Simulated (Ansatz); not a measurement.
A made-up structure of CH$_{3}$S (charge -1), singlet:

```
5
angstrom
C -0.1803 -0.5888 -0.1705
S 0.2664 1.0215 0.4374
H -1.2667 -0.7042 -0.0748
H 0.2873 1.8197 1.5384
H 0.8568 1.6136 -0.6387
```

It is relaxed with PBE-D4/def2-SVPD and then PBE0-D4/def2-TZVPD (Ansatz 0.2.0). Atoms count as bonded within 1.22 times the sum of their covalent radii (H–H: 0.88 Å). The end point is not checked to be a true minimum.

(1) Does its bonding change? (A judgement: the text doesn't fix the answer.)

Answers

(1) Computed: No: no bond forms or breaks.

Where it ends: The first stage lowers the energy by 1.78 eV in 11 steps. It ends as CH₃S ([CH][SH2]), total charge -1:
```
5
angstrom
C -0.2122 -0.6313 0.1021
S 0.6613 0.6980 0.4044
H -1.2622 -0.4431 -0.1762
H 0.1332 1.7249 1.3134
H 0.6433 1.8136 -0.5520
```

Labels in which every atom is bracketed show which atoms are joined, not bond orders.

For scale, one of the runs: PBE0-D4/def2-TZVPD relaxation, 110 basis functions, launched by `ansatz run in.yaml --threads 2 --pin off --events-out ev --progress --plain --max-ram 4352MiB`. The run took about 11 s on 2 CPU threads of an Arm Neoverse V1 (shared host).
